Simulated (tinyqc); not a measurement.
Inside a calculation. Method: UHF in the sto-3g basis, for HF, spin multiplicity 1. One step of it, computed by the program tinyqc.

Problem. Iteration 2: diagonalisation and new density. A level shift of 0.5 hartree raises the virtual space: F + shift (S - S D(s) S), with D(s) the density of one spin. Diagonalise F' = X^T F X, C = X C', fill 5 alpha and 5 beta electrons from the bottom; D(s) = C_occ C_occ^T. Each column has its largest component positive (the first on a tie).

extrapolated F(alpha) (hartree), order 1F 1s, 1F 2s, 1F 2px, 1F 2py, 1F 2pz, 2H 1s:
```
[[-25.808054, -6.610006, -0.000852, 0.002881, -0.026778, -1.850768],
 [-6.610006, -3.040201, -0.020679, 0.069955, -0.165613, -1.420575],
 [-0.000852, -0.020679, -0.434864, -0.020539, -0.035490, 0.017574],
 [0.002881, 0.069955, -0.020539, -0.371455, 0.120061, -0.059451],
 [-0.026778, -0.165613, -0.035490, 0.120061, -0.521568, -0.619388],
 [-1.850768, -1.420575, 0.017574, -0.059451, -0.619388, -0.797744]]
```

extrapolated F(beta) (hartree), order 1F 1s, 1F 2s, 1F 2px, 1F 2py, 1F 2pz, 2H 1s:
```
[[-25.808054, -6.610006, 0.000852, -0.002881, -0.026778, -1.850768],
 [-6.610006, -3.040201, 0.020679, -0.069955, -0.165613, -1.420575],
 [0.000852, 0.020679, -0.434864, -0.020539, 0.035490, -0.017574],
 [-0.002881, -0.069955, -0.020539, -0.371455, -0.120061, 0.059451],
 [-0.026778, -0.165613, 0.035490, -0.120061, -0.521568, -0.619388],
 [-1.850768, -1.420575, -0.017574, 0.059451, -0.619388, -0.797744]]
```

X, order 1F 1s, 1F 2s, 1F 2px, 1F 2py, 1F 2pz, 2H 1s:
```
[[1.023647, -0.137642, 0.000000, 0.000000, -0.010079, 0.026423],
 [-0.137642, 1.190108, 0.000000, 0.000000, 0.119423, -0.387502],
 [0.000000, 0.000000, 1.000000, 0.000000, 0.000000, 0.000000],
 [0.000000, 0.000000, 0.000000, 1.000000, 0.000000, 0.000000],
 [-0.010079, 0.119423, 0.000000, 0.000000, 1.084926, -0.276404],
 [0.026423, -0.387502, 0.000000, 0.000000, -0.276404, 1.247963]]
```

D(alpha) after iteration 1, order 1F 1s, 1F 2s, 1F 2px, 1F 2py, 1F 2pz, 2H 1s:
```
[[1.054994, -0.230661, -0.013798, 0.046677, 0.027993, -0.014455],
 [-0.230661, 1.019943, 0.093577, -0.316564, -0.114817, -0.095657],
 [-0.013798, 0.093577, 0.984897, 0.051094, 0.079894, -0.142961],
 [0.046677, -0.316564, 0.051094, 0.827153, -0.270276, 0.483625],
 [0.027993, -0.114817, 0.079894, -0.270276, 0.845204, 0.064869],
 [-0.014455, -0.095657, -0.142961, 0.483625, 0.064869, 0.431485]]
```

D(beta) after iteration 1, order 1F 1s, 1F 2s, 1F 2px, 1F 2py, 1F 2pz, 2H 1s:
```
[[1.054994, -0.230661, 0.013798, -0.046677, 0.027993, -0.014455],
 [-0.230661, 1.019943, -0.093577, 0.316564, -0.114817, -0.095657],
 [0.013798, -0.093577, 0.984897, 0.051094, -0.079894, 0.142961],
 [-0.046677, 0.316564, 0.051094, 0.827153, 0.270276, -0.483625],
 [0.027993, -0.114817, -0.079894, 0.270276, 0.845204, 0.064869],
 [-0.014455, -0.095657, 0.142961, -0.483625, 0.064869, 0.431485]]
```

overlap S, order 1F 1s, 1F 2s, 1F 2px, 1F 2py, 1F 2pz, 2H 1s:
```
[[1.000000, 0.237990, 0.000000, 0.000000, 0.000000, 0.065792],
 [0.237990, 1.000000, 0.000000, 0.000000, 0.000000, 0.534420],
 [0.000000, 0.000000, 1.000000, 0.000000, 0.000000, 0.000000],
 [0.000000, 0.000000, 0.000000, 1.000000, 0.000000, 0.000000],
 [0.000000, 0.000000, 0.000000, 0.000000, 1.000000, 0.387390],
 [0.065792, 0.534420, 0.000000, 0.000000, 0.387390, 1.000000]]
```

Give: F' = X^T F X; orbital energies; coefficients C; F' = X^T F X; orbital energies; coefficients C; D(alpha) after iteration 2; D(beta) after iteration 2.

Solution.

F' = X^T F X (alpha) (hartree):
```
[[-25.3272, -3.4243, 0.0052, -0.0175, -0.0553, -0.3217],
 [-3.4243, -1.5687, -0.0575, 0.1946, 0.1575, -0.8774],
 [0.0052, -0.0575, -0.4273, -0.0461, -0.0686, 0.0851],
 [-0.0175, 0.1946, -0.0461, -0.2850, 0.2322, -0.2878],
 [-0.0553, 0.1575, -0.0686, 0.2322, -0.2233, -0.7434],
 [-0.3217, -0.8774, 0.0851, -0.2878, -0.7434, 0.2950]]
```

orbital energies (alpha) (hartree): [-25.8185, -1.4998, -0.6173, -0.4409, -0.3872, 1.2271]

coefficients C (alpha), order 1F 1s, 1F 2s, 1F 2px, 1F 2py, 1F 2pz, 2H 1s:
```
[[0.9945, -0.2418, 0.0922, 0.0000, 0.0230, 0.1056],
 [0.0245, 0.8872, -0.4564, 0.0000, -0.1998, -0.7508],
 [0.0001, 0.0186, 0.0262, 0.9590, -0.2706, 0.0781],
 [-0.0002, -0.0630, -0.0885, 0.2835, 0.9154, -0.2642],
 [0.0040, 0.1582, 0.7969, 0.0000, -0.1337, -0.7680],
 [-0.0076, 0.1855, 0.3350, 0.0000, 0.3964, 1.2169]]
```

F' = X^T F X (beta) (hartree):
```
[[-25.3272, -3.4243, -0.0052, 0.0175, -0.0553, -0.3217],
 [-3.4243, -1.5687, 0.0575, -0.1946, 0.1575, -0.8774],
 [-0.0052, 0.0575, -0.4273, -0.0461, 0.0686, -0.0851],
 [0.0175, -0.1946, -0.0461, -0.2850, -0.2322, 0.2878],
 [-0.0553, 0.1575, 0.0686, -0.2322, -0.2233, -0.7434],
 [-0.3217, -0.8774, -0.0851, 0.2878, -0.7434, 0.2950]]
```

orbital energies (beta) (hartree): [-25.8185, -1.4998, -0.6173, -0.4409, -0.3872, 1.2271]

coefficients C (beta), order 1F 1s, 1F 2s, 1F 2px, 1F 2py, 1F 2pz, 2H 1s:
```
[[0.9945, -0.2418, 0.0922, 0.0000, -0.0230, 0.1056],
 [0.0245, 0.8872, -0.4564, 0.0000, 0.1998, -0.7508],
 [-0.0001, -0.0186, -0.0262, 0.9590, -0.2706, -0.0781],
 [0.0002, 0.0630, 0.0885, 0.2835, 0.9154, 0.2642],
 [0.0040, 0.1582, 0.7969, 0.0000, 0.1337, -0.7680],
 [-0.0076, 0.1855, 0.3350, 0.0000, -0.3964, 1.2169]]
```

D(alpha) after iteration 2, order 1F 1s, 1F 2s, 1F 2px, 1F 2py, 1F 2pz, 2H 1s:
```
[[1.0564, -0.2368, -0.0082, 0.0279, 0.0361, -0.0124],
 [-0.2368, 1.0360, 0.0586, -0.1984, -0.1965, -0.0677],
 [-0.0082, 0.0586, 0.9939, 0.0206, 0.0600, -0.0950],
 [0.0279, -0.1984, 0.0206, 0.9302, -0.2029, 0.3215],
 [0.0361, -0.1965, 0.0600, -0.2029, 0.6779, 0.2433],
 [-0.0124, -0.0677, -0.0950, 0.3215, 0.2433, 0.3038]]
```

D(beta) after iteration 2, order 1F 1s, 1F 2s, 1F 2px, 1F 2py, 1F 2pz, 2H 1s:
```
[[1.0564, -0.2368, 0.0082, -0.0279, 0.0361, -0.0124],
 [-0.2368, 1.0360, -0.0586, 0.1984, -0.1965, -0.0677],
 [0.0082, -0.0586, 0.9939, 0.0206, -0.0600, 0.0950],
 [-0.0279, 0.1984, 0.0206, 0.9302, 0.2029, -0.3215],
 [0.0361, -0.1965, -0.0600, 0.2029, 0.6779, 0.2433],
 [-0.0124, -0.0677, 0.0950, -0.3215, 0.2433, 0.3038]]
```
